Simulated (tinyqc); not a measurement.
Worked calculation: CCSD on RHF in the sto-6g basis, for H3O+, spin multiplicity 1. One step of it, computed by the program tinyqc.

Task: CCSD: starting amplitudes. t_ij^ab = <ij||ab> / (e_i + e_j - e_a - e_b), whose energy is MP2.

orbital energies (hartree): MO1 -21.044992, MO2 -1.678425, MO3 -1.010258, MO4 -1.010236, MO5 -0.846024, MO6 -0.009284, MO7 0.209438, MO8 0.209531

Two-electron integrals over orbitals (pq|rs), unique and non-zero (hartree):
```
(11|11) 4.762453    (21|11) -0.443483   (21|21) 0.066433    (22|11) 1.041902
(22|21) -0.017474   (22|22) 0.721091    (31|31) 0.013926    (32|31) 0.020481
(32|32) 0.134186    (33|11) 0.843270    (33|21) -0.006154   (33|22) 0.643719
(33|33) 0.642977    (41|11) -0.000052   (41|21) 0.000007    (41|22) -0.000006
(41|33) -0.002239   (41|41) 0.013926    (42|11) 0.000025    (42|21) -3.42e-06
(42|22) -0.000019   (42|33) -0.033914   (42|41) 0.020480    (42|42) 0.134172
(43|31) -0.002236   (43|32) -0.033911   (43|43) 0.041510    (44|11) 0.843247
(44|21) -0.006154   (44|22) 0.643690    (44|33) 0.559934    (44|41) 0.002240
(44|42) 0.033934    (44|44) 0.642957    (51|11) -0.015955   (51|21) 0.002021
(51|22) -0.001715   (51|33) -0.000463   (51|41) 3.67e-07    (51|42) 1.02e-08
(51|44) -0.000463   (51|51) 0.026710    (52|11) 0.009891    (52|21) -0.000995
(52|22) -0.001476   (52|33) 0.000961    (52|41) -6.93e-09   (52|42) 1.90e-07
(52|44) 0.000961    (52|51) 0.033464    (52|52) 0.153727    (53|31) 0.000461
(53|32) 0.000168    (53|43) 0.001014    (53|53) 0.031738    (54|11) 4.78e-06
(54|21) -2.15e-07   (54|22) 1.68e-06    (54|33) 0.001016    (54|41) 0.000461
(54|42) 0.000167    (54|44) -0.001013   (54|51) 3.74e-06    (54|52) 0.000013
(54|54) 0.031736    (55|11) 1.116359    (55|21) -0.011614   (55|22) 0.760274
(55|33) 0.646608    (55|41) -1.31e-06   (55|42) 0.000012    (55|44) 0.646591
(55|51) 0.001899    (55|52) 0.013336    (55|54) 3.96e-06    (55|55) 0.880193
(61|11) -0.289171   (61|21) 0.043840    (61|22) -0.011256   (61|33) -0.003924
(61|41) 0.000011    (61|42) 0.000008    (61|44) -0.003922   (61|51) 0.000176
(61|52) -0.002051   (61|54) -5.69e-08   (61|55) -0.007032   (61|61) 0.029000
(62|11) 0.328890    (62|21) -0.011571   (62|22) 0.135561    (62|33) 0.091967
(62|41) 4.87e-06    (62|42) 0.000034    (62|44) 0.091958    (62|51) -0.002056
(62|52) -0.004197   (62|54) 1.43e-06    (62|55) 0.167462    (62|61) -0.007283
(62|62) 0.068707    (63|31) 0.006155    (63|32) -0.014725   (63|43) 0.029045
(63|53) 0.001377    (63|63) 0.059376    (64|11) 0.000208    (64|21) -4.66e-06
(64|22) 0.000104    (64|33) 0.029126    (64|41) 0.006153    (64|42) -0.014762
(64|44) -0.028978   (64|51) -1.07e-07   (64|52) 2.49e-06    (64|54) 0.001379
(64|55) 0.000115    (64|61) 1.01e-07    (64|62) 0.000058    (64|64) 0.059443
(65|11) -0.020705   (65|21) -0.000109   (65|22) -0.012599   (65|33) -0.006909
(65|41) 4.35e-07    (65|42) 2.59e-06    (65|44) -0.006906   (65|51) 0.018530
(65|52) 0.069190    (65|54) 0.000018    (65|55) -0.010475   (65|61) -0.000880
(65|62) -0.008486   (65|64) -0.000005   (65|65) 0.036325    (66|11) 0.607679
(66|21) -0.007774   (66|22) 0.484170    (66|33) 0.475505    (66|41) 0.000009
(66|42) 0.000089    (66|44) 0.475595    (66|51) -0.002380   (66|52) -0.008605
(66|54) -3.39e-06   (66|55) 0.484697    (66|61) -0.004837   (66|62) 0.030529
(66|64) -0.000043   (66|65) -0.005912   (66|66) 0.441358    (71|11) -0.000167
(71|21) 0.000027    (71|22) -2.22e-06   (71|33) 0.002192    (71|41) -0.015851
(71|42) -0.022190   (71|44) -0.002200   (71|51) 4.00e-07    (71|52) -7.53e-07
(71|54) -0.000528   (71|55) -3.90e-06   (71|61) 0.000010    (71|62) -0.000011
(71|64) -0.006748   (71|65) -7.12e-07   (71|66) -0.000014   (71|71) 0.018067
(72|11) 0.000212    (72|21) -0.000006   (72|22) 0.000096    (72|33) -0.008970
(72|41) -0.015339   (72|42) -0.056441   (72|44) 0.009077    (72|51) -8.28e-07
(72|52) -4.41e-07   (72|54) -0.002390   (72|55) 0.000105    (72|61) -0.000011
(72|62) 0.000021    (72|64) -0.035744   (72|65) -4.74e-06   (72|66) 0.000018
(72|71) 0.016762    (72|72) 0.056086    (73|31) -0.002441   (73|32) -0.036171
(73|43) 0.005889    (73|53) 0.001091    (73|63) 0.028898    (73|73) 0.033566
(74|11) -0.376626   (74|21) 0.006807    (74|22) -0.177420   (74|33) -0.133734
(74|41) 0.002447    (74|42) 0.036140    (74|44) -0.121996   (74|51) -0.000061
(74|52) -0.005134   (74|54) -0.001092   (74|55) -0.200136   (74|61) 0.004236
(74|62) -0.085649   (74|64) -0.028943   (74|65) 0.005498    (74|66) -0.033859
(74|71) -0.002845   (74|72) -0.000313   (74|74) 0.150236    (75|11) -4.02e-06
(75|21) -1.13e-07   (75|22) -2.18e-06   (75|33) 0.001891    (75|41) -0.000802
(75|42) -0.005229   (75|44) -0.001894   (75|51) 0.000010    (75|52) 0.000040
(75|54) -0.023359   (75|55) -7.08e-07   (75|61) -9.31e-07   (75|62) -3.84e-06
(75|64) 0.002676    (75|65) 0.000011    (75|66) -0.000007   (75|71) 0.000898
(75|72) 0.001620    (75|74) -0.002073   (75|75) 0.020678    (76|11) -0.000028
(76|21) -3.08e-07   (76|22) 2.76e-06    (76|33) 0.046229    (76|41) -0.012350
(76|42) -0.098690   (76|44) -0.046267   (76|51) -9.52e-07   (76|52) -3.45e-06
(76|54) 0.002653    (76|55) -0.000014   (76|61) -0.000006   (76|62) -0.000016
(76|64) 0.059422    (76|65) -4.84e-06   (76|66) -0.000133   (76|71) 0.013620
(76|72) 0.008602    (76|74) -0.051750   (76|75) 0.004751    (76|76) 0.128708
(77|11) 0.776856    (77|21) -0.007697   (77|22) 0.569878    (77|33) 0.505739
(77|41) 0.000551    (77|42) 0.029810    (77|44) 0.581476    (77|51) -0.000323
(77|52) 0.000837    (77|54) -0.001752   (77|55) 0.572625    (77|61) -0.004706
(77|62) 0.068080    (77|64) -0.044951   (77|65) -0.004332   (77|66) 0.464898
(77|71) -0.000511   (77|72) 0.018631    (77|74) -0.070942   (77|75) -0.002257
(77|76) -0.063064   (77|77) 0.565715    (81|31) 0.015852    (81|32) 0.022191
(81|43) -0.002192   (81|53) 0.000528    (81|63) 0.006751    (81|73) -0.002843
(81|81) 0.018068    (82|31) 0.015339    (82|32) 0.056429    (82|43) 0.009042
(82|53) 0.002390    (82|63) 0.035751    (82|73) -0.000223   (82|81) 0.016761
(82|82) 0.056086    (83|11) 0.376612    (83|21) -0.006808   (83|22) 0.177391
(83|33) 0.121976    (83|41) 0.002445    (83|42) 0.036181    (83|44) 0.133732
(83|51) 0.000061    (83|52) 0.005134    (83|54) -0.001089   (83|55) 0.200121
(83|61) -0.004234   (83|62) 0.085652    (83|64) -0.028842   (83|65) -0.005495
(83|66) 0.033955    (83|71) -0.002850   (83|72) -0.000196   (83|74) -0.084848
(83|75) -0.002076   (83|76) -0.051813   (83|77) 0.106253    (83|83) 0.150264
(84|31) 0.002447    (84|32) 0.036180    (84|43) -0.005879   (84|53) -0.001090
(84|63) -0.028870   (84|73) -0.031904   (84|81) 0.002849    (84|82) 0.000249
(84|84) 0.033545    (85|31) 0.000802    (85|32) 0.005229    (85|43) -0.001891
(85|53) 0.023359    (85|63) -0.002673   (85|73) -0.002075   (85|81) 0.000898
(85|82) 0.001619    (85|84) 0.002075    (85|85) 0.020678    (86|31) 0.012349
(86|32) 0.098665    (86|43) -0.046197   (86|53) -0.002649   (86|63) -0.059314
(86|73) -0.051799   (86|81) 0.013619    (86|82) 0.008607    (86|84) 0.051782
(86|85) 0.004747    (86|86) 0.128569    (87|31) 0.000572    (87|32) 0.029963
(87|43) -0.037937   (87|53) -0.001755   (87|63) -0.045061   (87|73) -0.017765
(87|81) 0.000530    (87|82) -0.018576   (87|84) 0.017746    (87|85) 0.002262
(87|86) 0.063186    (87|87) 0.049000    (88|11) 0.776878    (88|21) -0.007697
(88|22) 0.569906    (88|33) 0.581542    (88|41) -0.000566   (88|42) -0.029910
(88|44) 0.505698    (88|51) -0.000323   (88|52) 0.000837    (88|54) 0.001756
(88|55) 0.572641    (88|61) -0.004707   (88|62) 0.068093    (88|64) 0.045109
(88|65) -0.004336   (88|66) 0.464774    (88|71) 0.000520    (88|72) -0.018531
(88|74) -0.106296   (88|75) 0.002260    (88|76) 0.063166    (88|77) 0.468019
(88|83) 0.070864    (88|88) 0.565856
```

Give: Starting amplitudes; correlation energy.

Result:

Starting amplitudes (spin orbitals 1a, 1b, ...; amplitudes related by a flip of all spins are not repeated; the 24 largest):
```
from      to        t
3a 3b  8a 8b  -0.0616
4a 4b  7a 7b  -0.0616
3a 4b  7b 8a  -0.0348
4a 4b  6a 6b  -0.0297
3a 3b  6a 6b  -0.0297
2a 4b  6a 7b   0.0296
2a 3b  6a 8b  -0.0296
5a 5b  6a 6b  -0.0217
3a 4a  7a 8a  -0.0217
2a 2b  6a 6b  -0.0206
2a 4a  6a 7a   0.0173
2a 3a  6a 8a  -0.0173
2a 2b  7a 7b  -0.0149
2a 2b  8a 8b  -0.0149
3a 3b  7a 7b  -0.0138
4a 4b  8a 8b  -0.0138
3a 4b  7a 8b   0.0131
4a 4b  6a 7b   0.0130
3a 3b  6a 7b  -0.0130
3a 4b  6a 8b   0.0130
3a 4b  6b 8a  -0.0130
2a 3b  6b 8a   0.0124
2a 4b  6b 7a  -0.0124
5a 5b  7a 7b  -0.0098
```

correlation energy = -0.054937 hartree
